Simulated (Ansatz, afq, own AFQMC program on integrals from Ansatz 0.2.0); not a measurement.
Integrals from Ansatz 0.2.0, then the random walk in our own AFQMC program (afq).

```yaml
crystal:
  periodic: [false, false, false]
  atoms:
    - {symbol: Al, position_ang: [-1.094451, 0.000000, 0.000000]}
    - {symbol: H, position_ang: [-1.887375, 1.373384, 0.000000]}
    - {symbol: H, position_ang: [-1.887375, -1.373384, 0.000000]}
    - {symbol: H, position_ang: [0.811549, 0.000000, 0.000000]}
    - {symbol: F, position_ang: [1.711549, 0.000000, 0.000000]}
basis:
  gaussian: {orbitals: cc-pVTZ}
magnetization: {spin_polarized: true, initial_magnetization: 1}
correlation: {method: ccsd_t, electrons: outside_noble_gas, hamiltonian_folder: ham}
```

```sh
$ ansatz run in.yaml --threads 1 --pin off --events-out ev --progress --plain --max-ram 16896MiB --backend cuda --devices 0, --max-vram 18GiB
```

Options of the walk:

```
--method phaseless --trial hf --walkers 900 --populations 10 --least-time 40 --time-step 0.005 --steps-per-block 20 --equilibration-blocks 112 --max-blocks 4000 --target-error 0.001050 --factor-cut 1e-05 --start spin_pure --seed 7506 --taylor-order 6
```

Times are imaginary, in 1/Eh. The walk had a cap of 92 s. With eight or more populations the least sampling time is a fifth of least-time, and the error comes from their spread.

Output of the walk:

```
orbitals 100  electrons 7 6  factors 632 of 639
reference energy -343.07058761 Eh
CCSD correlation -0.36818101 Eh in 13 cycles, weight of the determinant in the CISD state 0.8958
energy of the start -343.070750 Eh
 block  time / (1/Eh)  mean weight  energy / Eh
     1     0.100  1.0023  -343.229804
     2     0.200  1.0034  -343.290420
     3     0.300  1.0026  -343.327259
     4     0.400  1.0038  -343.356123
     5     0.500  1.0020  -343.380923
     7     0.700  1.0000  -343.398186
     9     0.900  1.0008  -343.404892
    11     1.100  0.9995  -343.411241
    31     3.100  0.9991  -343.453751
    51     5.100  0.9989  -343.444415
    71     7.100  1.0011  -343.449116
    91     9.100  1.0008  -343.476566
   111    11.100  1.0007  -343.439769
   131    13.100  0.9996  -343.470855
   151    15.100  0.9980  -343.441666
   171    17.100  1.0000  -343.455989
   191    19.100  1.0006  -343.450126
   211    21.100  0.9995  -343.466495
   231    23.100  1.0000  -343.446970
   251    25.100  1.0005  -343.452125
   271    27.100  1.0005  -343.449892
   291    29.100  0.9990  -343.437476
   311    31.100  0.9999  -343.439481
   331    33.100  0.9995  -343.444790
   351    35.100  0.9998  -343.453411
   371    37.100  0.9992  -343.460219
   391    39.100  1.0015  -343.433719
   401    40.100  1.0000  -343.457404
error from the spread of 10 populations
energy -343.448262 +/- 0.001002 Eh
(rows thinned)
```

The run passed its tests (sampling time, drift between the halves within three errors, error under three times the target), which doesn't prove that it has relaxed. The second half of the sampling lies above the first by 1.5 errors of their difference, so the energy may still be moving and its error bar be too small.

Against this walk (error 27.3 meV) on the same determinant: CCSD(T) 14.7 meV higher (within the noise), a separate phaseless walk with a CISD trial and standard settings 10.5 ± 27.7 meV lower (within the noise). The error is statistical and leaves out the bias of the constraint. None of these is a sure reference here.

Cautions: constraint bias not in the error.

The walk took 74 s on 1 × NVIDIA H100 80GB HBM3 with 2 threads of AMD EPYC 7R13 Processor (Zen 3), on a shared host (the card was shared). The log's last line is the phaseless energy.

A walk keeps the symmetry of its determinant, which the program's search chose and which needn't be the lowest solution, so a lower state of the same spin and another symmetry isn't excluded.
